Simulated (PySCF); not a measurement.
## CFCl3: calculation against experiment

**Experimental background.**

NIST CCCBDB Release 22 (SRD 101), experimental dipoles lists, for the gas: dipole moment (microwave Stark effect, vibrational ground state) 0.46 ± 0.02 D.

The runs below try to reproduce these values; the comparison stands at the end.

CFCl3.
SMILES with atom numbers: `[F:1][C:2]([Cl:3])([Cl:4])[Cl:5]`

Geometry (PBE0-D3(BJ)/def2-SVP, Å), atoms numbered from 1 in this order:
```
atom  x, y, z in Å
F1    -0.9961    0.9751   -0.1244
C2    -0.0520    0.0510   -0.0065
Cl3    0.6091    0.1269    1.6296
Cl4   -0.7738   -1.5341   -0.3034
Cl5    1.2129    0.3811   -1.1954
```

Runs made with PySCF (gas phase, on this PBE0-D3(BJ)/def2-SVP geometry; no spin–orbit coupling):

```json
{"level": "B97-2/pcSseg-1", "job": "shieldings", "basis functions": "106"}
{"level": "HF/pcSseg-2", "job": "shieldings", "basis functions": "201"}
{"level": "PBE/pcSseg-1", "job": "shieldings", "basis functions": "106"}
{"level": "PBE0/6-31G", "job": "shieldings", "basis functions": "57"}
{"level": "PBE0/6-31G*", "job": "shieldings", "basis functions": "82"}
{"level": "PBE0/STO-3G", "job": "shieldings", "basis functions": "37"}
{"level": "PBE0/aug-cc-pVDZ", "job": "shieldings", "basis functions": "127"}
{"level": "PBE0/cc-pVTZ", "job": "shieldings", "basis functions": "162"}
{"level": "PBE0/def2-SVP", "job": "shieldings", "basis functions": "82"}
{"level": "PBE0/pcSseg-2", "job": "shieldings", "basis functions": "201"}
{"level": "WP04/pcSseg-1", "job": "shieldings", "basis functions": "106"}
{"level": "mPW1PW91/pcSseg-1", "job": "shieldings", "basis functions": "106"}
```

All basis functions are spherical.

## Comparison

**Dipole moment.** Measured: 0.46 D (NIST CCCBDB Release 22 (SRD 101), experimental dipoles).

```
            level  computed (D)  computed − measured (D)  % (from the printed values)
   B97-2/pcSseg-1          0.35                    -0.11                          -24
      HF/pcSseg-2          0.46                     0.00                            0
     PBE/pcSseg-1          0.27                    -0.19                          -41
       PBE0/6-31G          0.41                    -0.05                          -11
      PBE0/6-31G*          0.18                    -0.28                          -61
      PBE0/STO-3G          1.09                    +0.63                         +137
 PBE0/aug-cc-pVDZ          0.31                    -0.15                          -33
     PBE0/cc-pVTZ          0.25                    -0.21                          -46
    PBE0/def2-SVP          0.30                    -0.16                          -35
    PBE0/pcSseg-2          0.33                    -0.13                          -28
    WP04/pcSseg-1          0.48                    +0.02                           +4
mPW1PW91/pcSseg-1          0.37                    -0.09                          -20
```

12 of the 26 levels run are shown, the closest and the furthest among them. Closest is HF/pcSseg-2 (0.00 D), furthest PBE0/STO-3G (+0.63 D); one molecule doesn't rank methods. The computed dipoles belong to one fixed geometry; measured ones are averaged over vibrations unless marked μe. Magnitudes are compared, not signs.

The geometry is computed, not the measured one. Where a level misses, the cause wasn't examined.
